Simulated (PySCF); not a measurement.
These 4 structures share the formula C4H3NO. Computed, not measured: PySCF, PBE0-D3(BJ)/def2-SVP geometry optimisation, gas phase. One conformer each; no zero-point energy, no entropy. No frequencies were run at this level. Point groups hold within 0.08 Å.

Question: Rank from lowest to highest electronic energy at this level (kcal/mol).
A. `[H]/N=C\C#CC=O`
B. `[N:1]#[C:2][CH2:3][CH:4]=[C:5]=[O:6]` with C2–C3–C4–C5 -109°
C. `[CH:1]#[C:2][C:3](=[O:4])[N:5]=[CH2:6]` with C2–C3–N5–C6 -121°
D. `[CH2:1]=[CH:2][C:3](=[O:4])[C:5]#[N:6]` with C1–C2–C3–O4 -1°

Answer: B (0.0), D (4.3), C (34.4), A (35.6).

As drawn, the lowest has a C≡N group, cumulated double bonds and a C=C bond outside aromatic rings, which the highest lacks; the highest has a C≡C bond, a C=N bond and an N–H bond, which the lowest lacks. Neighbours under 2.5 kcal/mol apart (C#CC(=O)N=C and [H]/N=C\C#CC=O) can change places with a better method, another conformer or zero-point energy.

| SMILES | E (Eh) | E rel (kcal/mol) | dipole (D) | point group | A, B, C (MHz) |
| --- | --- | --- | --- | --- | --- |
| N#CCC=C=O | -283.61543 | 0.0 | 3.23 | C1 | 12919, 1661, 1576 |
| C=CC(=O)C#N | -283.60865 | 4.3 | 4.07 | Cs | 9130, 2450, 1932 |
| C#CC(=O)N=C | -283.56064 | 34.4 | 2.90 | C1 | 7518, 2757, 2117 |
| [H]/N=C\C#CC=O | -283.55865 | 35.6 | 1.81 | C1 | 24588, 1348, 1332 |

Q: As an exercise, what shares would exp(−E/RT) give at 2000 K from these electronic energies alone (no entropy, no degeneracies)?

A: RT = 3.974 kcal/mol: N#CCC=C=O 74.5 %, C=CC(=O)C#N 25.5 %, C#CC(=O)N=C under 0.1 %, [H]/N=C\C#CC=O under 0.1 %.
